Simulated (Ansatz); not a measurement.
How far each method lies from full CI for HBr, singlet

Geometry: a point of a stretch scan, not a stationary point.

```xyz
2

Br    0.0000    0.0000    0.0000
H     0.0000    0.0000    1.5810
```

Basis cc-pVDZ; Ansatz 0.2.0. Only valence electrons are correlated (noble-gas cores and the filled d shells of p-block atoms frozen), which leaves 8 electrons in 18 orbitals. Prefix R: restricted or restricted open-shell reference. Active spaces: pair = (2e, 2o) about the gap; valence = (8e, 5o) chosen from the atoms' valence shells. No spin–orbit coupling is included, and no scalar relativity.

Full CI is exact within this basis and frozen core; it isn't the basis-set limit.

The UHF ⟨S²⟩ is 0.000 and the T1 diagnostic (RCCSD) is 0.0064. The largest doubles amplitude (RCCSD) is 0.097.

```tsv
level	E − E(RHF) (eV)
RMP2	-3.4552
RCCSD	-3.9010
RCCSD(T)	-3.9618
```

Question: Estimate how far full CI in cc-pVDZ lies from RCCSD(T). The table doesn't fix it; the size of (T) and the diagnostics are the guide.

Answer: Full CI in cc-pVDZ lies 0.54 mEh below RCCSD(T), which is 24 % of the (T) step (-2.23 mEh). The diagnostics are small and one determinant leads, so the series closes fast and only a small part of (T) is left.

The other levels:

```csv
level,E − E(full CI) (mEh),share of correlation (%),wall time
CISD,8.60,94.11,0.54 s
BCCD(T),0.54,99.63,0.42 s
RCCSDT,0.27,99.81,–
CISDTQ,0.20,99.86,1.3 s
RCCSDT(Q),0.02,99.98,0.82 s
RCCSDTQ,0.01,99.99,3.6 s
CASSCF (pair space),124.49,14.81,–
NEVPT2 (pair space),15.71,89.25,0.87 s
CASSCF (valence space),123.35,15.59,–
NEVPT2 (valence space),27.06,81.49,0.66 s
MRCISD (valence space),5.67,96.12,–
MRCISD+Q (valence space),-0.48,100.33,0.99 s
```

The correlation energy at full CI, counted from RHF, is -3.976 eV. That run took 9 s on 1 thread of Arm Neoverse V1, shared host over 2,342,800 determinants.

Times hold each run's SCF and search for its determinant on a shared host, so for small cases they say little of a method's own cost; they ran on 1 thread of Arm Neoverse V1.

More than 5 meV below full CI, which no variational method can be: MRCISD+Q (valence space).

The full-CI state has the irrep A1 of C2v, in the program's axes (one component, if the state is degenerate).

Natural occupations of full CI about the gap: 1.982 1.963 1.963 1.938 0.053 0.015 0.015 0.015 0.015 0.011; effectively unpaired electrons, Σ n²(2−n)², 0.04.
